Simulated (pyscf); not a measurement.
Structures and frequencies: ωB97X-D3(BJ)/def2-SVP in PySCF.

Problem. Estimate by transition-state theory the rate constant of F–W(F)(F)(F)(F)–SH + hydrogen chloride (HCl) → H₂S + F–W(F)(F)(F)(F)–Cl (singlet surface; S–W, Cl–H broken, H–S, Cl–W formed) at 1200 K, with ωB97M-D3(BJ)/def2-TZVP energies (ideal gas, 1 atm, RRHO with modes under 100 cm⁻¹ raised to 100, one conformer, R ln 2 for chiral ones without a mode under 150 cm⁻¹; no tunnelling).

Solution. The electronic barrier is 17.7 kcal/mol and the thermal terms add +47.3, so ΔG‡ = 65.0 kcal/mol. With k_BT/h = 2.50e+13 s⁻¹ and RT = 2.385 kcal/mol, and a volume of 1.64e-19 cm³ per molecule at 1 atm, k = 5.8e-18 cm³ molecule⁻¹ s⁻¹. Wigner's tunnelling factor for 531i cm⁻¹ would be 1.02. A shift of 1 kcal/mol in the barrier changes k by a factor 1.5. On the product side the descent ends in an adduct with a S–W contact, 6.9 kcal/mol over the separated species and 17.7 kcal/mol under the saddle at ωB97X-D3(BJ)/def2-TZVP. What is counted as broken (S–W) persists as a longer contact in the product adduct; parting that adduct is a step of its own. One saddle was located; it need not be the lowest between these sides. Elements past Kr carry the def2 core potentials, without spin-orbit coupling.
